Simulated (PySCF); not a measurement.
How the functional moves excitation energies

Difluoromethylene, CF2 (singlet state).
Numbering: `[F:1][C:2][F:3]`

Geometry (PBE0-D3(BJ)/def2-SVP, Å), atoms numbered from 1 in this order:
```xyz
3
CF2 angstrom
F     -1.025   -0.258    0.000
C      0.003    0.526    0.000
F      1.023   -0.268    0.000
```

Linear-response calculations in the def2-SVPD basis (PySCF; singlets by full response, triplets Tamm–Dancoff, core orbitals frozen in the response; HF means time-dependent Hartree–Fock). 'Strongest' is the level of largest summed f among the singlets computed (10 roots, of which the last may lack a degenerate partner); it can jump between rows when another state enters that window. S1 is the lowest singlet of each run and needn't be the same state throughout; f(S1) is that of one state. Geometry: PBE0-D3(BJ)/def2-SVP; no solvent, vibrations or thermal averaging.

```json
{"functional": "LDA", "kind": "LDA", "S1 (eV)": "4.53", "f(S1)": "0.028", "strongest (eV)": "9.91", "T1 (eV)": "2.48", "HOMO (eV)": "-7.26", "gap (eV)": "3.28", "ionisation energy, ΔSCF (eV)": "11.96"}
{"functional": "PBE", "kind": "GGA", "S1 (eV)": "4.69", "f(S1)": "0.029", "strongest (eV)": "9.85", "T1 (eV)": "2.40", "HOMO (eV)": "-7.17", "gap (eV)": "3.50", "ionisation energy, ΔSCF (eV)": "11.74"}
{"functional": "B3LYP", "kind": "global hybrid, 20% exact exchange", "S1 (eV)": "4.72", "f(S1)": "0.030", "strongest (eV)": "10.37", "T1 (eV)": "2.39", "HOMO (eV)": "-8.61", "gap (eV)": "5.86", "ionisation energy, ΔSCF (eV)": "12.11"}
{"functional": "PBE0", "kind": "global hybrid, 25% exact exchange", "S1 (eV)": "4.70", "f(S1)": "0.031", "strongest (eV)": "10.56", "T1 (eV)": "2.25", "HOMO (eV)": "-8.81", "gap (eV)": "6.40", "ionisation energy, ΔSCF (eV)": "11.96"}
{"functional": "BHandHLYP", "kind": "global hybrid, 50% exact exchange", "S1 (eV)": "4.74", "f(S1)": "0.033", "strongest (eV)": "11.10", "T1 (eV)": "2.23", "HOMO (eV)": "-10.46", "gap (eV)": "9.39", "ionisation energy, ΔSCF (eV)": "12.19"}
{"functional": "CAM-B3LYP", "kind": "range-separated hybrid", "S1 (eV)": "4.71", "f(S1)": "0.031", "strongest (eV)": "10.63", "T1 (eV)": "2.36", "HOMO (eV)": "-10.41", "gap (eV)": "9.27", "ionisation energy, ΔSCF (eV)": "12.20"}
{"functional": "wB97X-D", "kind": "range-separated hybrid", "S1 (eV)": "4.74", "f(S1)": "0.032", "strongest (eV)": "10.68", "T1 (eV)": "2.49", "HOMO (eV)": "-10.81", "gap (eV)": "10.41", "ionisation energy, ΔSCF (eV)": "12.06"}
{"functional": "LC-wPBE", "kind": "range-separated hybrid", "S1 (eV)": "4.68", "f(S1)": "0.030", "strongest (eV)": "10.99", "T1 (eV)": "2.24", "HOMO (eV)": "-11.76", "gap (eV)": "12.06", "ionisation energy, ΔSCF (eV)": "12.09"}
{"functional": "HF", "kind": "Hartree–Fock", "S1 (eV)": "4.81", "f(S1)": "0.037", "strongest (eV)": "12.11", "T1 (eV)": "1.80", "HOMO (eV)": "-12.97", "gap (eV)": "15.25", "ionisation energy, ΔSCF (eV)": "not settled"}
```

S1 runs from 4.53 eV (LDA) to 4.81 eV (HF), a spread of 0.28 eV, while the orbital gap spreads over 12.0 eV. −ε(HOMO) comes closest to its own ΔSCF ionisation energy with LC-wPBE (-0.33 eV) and misses most with LDA (-4.70 eV). The lowest triplet of a reference set is 3B1(σ→π*) at 2.77 eV (computed, theoretical best estimate (aug-cc-pVTZ, frozen core, CC3 geometry), gas; Veril, Scemama, Caffarel, Lipparini, Boggio-Pasqua, Jacquemin, Loos, WIREs Comput. Mol. Sci. 2021, 11, e1517 (QUESTDB)). The lowest computed triplet differs from it by wB97X-D -0.28, LDA -0.29, PBE -0.37, B3LYP -0.38, CAM-B3LYP -0.41, PBE0 -0.52, LC-wPBE -0.53, BHandHLYP -0.54, HF -0.97 eV; geometry and basis of the reference needn't be the same. 'Not settled' means that the ion's SCF failed to converge or may have ended in another state than the lowest.
